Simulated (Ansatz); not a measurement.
# BS (quartet): wave-function methods side by side, def2-QZVPP

The task here is to estimate one member of a computed series from the others.

Computed with Ansatz 0.2.0, Gaussian basis. Level: def2-QZVPP, core rule «outside noble gas», up to 6 orbitals frozen.

Plan: UHF; ROHF; CCSD(T) on UHF.

2 further runs of the same task are left out: 2 set aside as unsound or not needed.

### The geometry

The geometry is a PBE0/def2-TZVP stationary point (not a proven minimum) of the parent state, kept for this charge and spin.

2 atoms, charge 0, spin multiplicity 4.

Atoms are counted from 1 here; the program's logs count them from 0.

Bond lengths: B1–S2 1.608 Å.

Set-up of the first run:

The input, in.yaml:

```yaml
crystal:
  periodic: [false, false, false]
  atoms:
    - {symbol: B, position_ang: [0.000000, 0.000000, 0.000000]}
    - {symbol: S, position_ang: [0.000000, 0.000000, 1.607700]}
basis:
  gaussian: {orbitals: "def2-QZVPP.json"}
magnetization: {spin_polarized: true, initial_magnetization: 3}
hamiltonian: {xc: hf}
output: {orbitals: {seedname: orbitals}}
```

Run with:

```bash
$ ansatz run in.yaml --threads 1 --pin off --events-out ev --progress --plain --max-ram 2393MiB
```

Steps of the session up to this table: UHF; ROHF; CCSD(T) on UHF.

One table of the session follows, with a row left open; its other results are not shown here.

```
  method  from UCCSD(T) (kcal/mol)
    ROHF                         ?
     UHF                   +148.10
    UMP2                    +23.85
   UCCSD                     +7.29
UCCSD(T)                         0
```

**Question.** Estimate the row for ROHF.

As computed: from UCCSD(T) (kcal/mol): +153.01. In the column «from UCCSD(T) (kcal/mol)» it is the highest.
